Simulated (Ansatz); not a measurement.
# CH6BN: ionisation energy by level of theory

An exercise on one series of results from a longer session: the logs are not shown, and one member is left open.

Method: unrestricted cation, the program's frozen cores in correlated methods; program: Ansatz 0.2.0, Gaussian basis.

Levels to be run: UKS PBE-D4/def2-TZVPP; UKS r2SCAN-D4/def2-TZVPP; UKS PBE0-D4/def2-TZVPP; UKS B3LYP-D4/def2-TZVPP; UKS wB97X-V/def2-TZVPP; UKS wB97M-V/def2-TZVPP; UKS B2PLYP/def2-TZVPP; UHF-CCSD(T)/def2-TZVPP; UHF-MP2/def2-QZVPP; extrapolation to the limit; then −ε(HOMO) from the neutral's earlier runs with LDA (SPW92), PBE-D4, revPBE-D4, BLYP-D4, r2SCAN-D4, B97M-V, PBE0-D4, B3LYP-D4, r2SCANh-D4, r2SCAN0-D4, HSE06-D4, BHLYP-D4, CAM-B3LYP-D4, LC-ωPBE, ωB97X-V, ωB97M-V.

## Structure used throughout

All runs share one geometry, relaxed beforehand with PBE0-D4 in a triple-zeta def2 set.

9 atoms, charge 0, spin multiplicity 1.

Atoms are counted from 1 here; the program's logs count them from 0.

Bond lengths: B1–N2 1.383 Å, B1–H4 1.199 Å, B1–H5 1.197 Å, N2–C3 1.444 Å, N2–H6 1.008 Å, C3–H7 1.090 Å, C3–H8 1.094 Å, C3–H9 1.094 Å. Angles: N2–B1–H4 118.9°, N2–B1–H5 118.8°, H4–B1–H5 122.3°, B1–N2–C3 126.9°, B1–N2–H6 119.2°, C3–N2–H6 113.9°, N2–C3–H7 109.0°, N2–C3–H8 111.6°, N2–C3–H9 111.6°, H7–C3–H8 108.3°, H7–C3–H9 108.3°, H8–C3–H9 108.0°.

Set-up of the first run:

File in.yaml:

```yaml
crystal:
  periodic: [false, false, false]
  atoms:
    - {symbol: B, position_ang: [-0.798969, 0.735928, -0.884932]}
    - {symbol: N, position_ang: [0.123660, 0.493696, 0.116254]}
    - {symbol: C, position_ang: [0.559981, -0.794849, 0.601590]}
    - {symbol: H, position_ang: [-1.315514, -0.195331, -1.434982]}
    - {symbol: H, position_ang: [-1.054276, 1.869732, -1.172499]}
    - {symbol: H, position_ang: [0.560394, 1.274507, 0.581430]}
    - {symbol: H, position_ang: [0.041687, -1.576334, 0.046376]}
    - {symbol: H, position_ang: [1.637021, -0.932340, 0.464654]}
    - {symbol: H, position_ang: [0.334517, -0.921307, 1.665010]}
basis:
  gaussian: {orbitals: def2-TZVPP}
total_charge: 1
magnetization: {spin_polarized: true, initial_magnetization: 1}
hamiltonian: {xc: pbe, dispersion: d4}
```

Launch:

```
$ ansatz run in.yaml --threads 4 --pin off --events-out ev --progress --plain --max-ram 10444MiB
```

Among the steps run: Cation, UKS PBE-D4/def2-TZVPP; Cation, UKS r2SCAN-D4/def2-TZVPP; Cation, UKS PBE0-D4/def2-TZVPP; Cation, UKS B3LYP-D4/def2-TZVPP; Cation, UKS wB97X-V/def2-TZVPP; Cation, UKS wB97M-V/def2-TZVPP; Cation, UKS B2PLYP (frozen core)/def2-TZVPP; Cation, UHF-CCSD(T)/def2-TZVPP; Cation, UHF-MP2/def2-QZVPP.

One table of the session follows, with a row left open; its other results are not shown here.

It belongs to the step «Ionisation energies side by side». For comparison, −ε(HOMO) of the neutral from earlier runs:

| functional | −ε(HOMO) (eV) |
| --- | --- |
| LDA (SPW92) | 6.76 |
| PBE-D4 | ? |
| revPBE-D4 | 6.56 |
| BLYP-D4 | 6.48 |
| r2SCAN-D4 | 6.82 |
| B97M-V | 6.92 |
| PBE0-D4 | 7.89 |
| B3LYP-D4 | 7.66 |
| r2SCANh-D4 | 7.31 |
| r2SCAN0-D4 | 8.04 |
| HSE06-D4 | 7.48 |
| BHLYP-D4 | 9.08 |
| CAM-B3LYP-D4 | 9.29 |
| LC-ωPBE | 10.70 |
| ωB97X-V | 10.31 |
| ωB97M-V | 10.24 |

**Question.** Estimate the row for PBE-D4.

As computed: −ε(HOMO) (eV): 6.61. In the column «−ε(HOMO) (eV)» it lies between revPBE-D4 (6.56) and LDA (SPW92) (6.76).

Caveats from the session: The cation may have settled in a state other than its lowest; no search over hole states beyond the program's own was made.
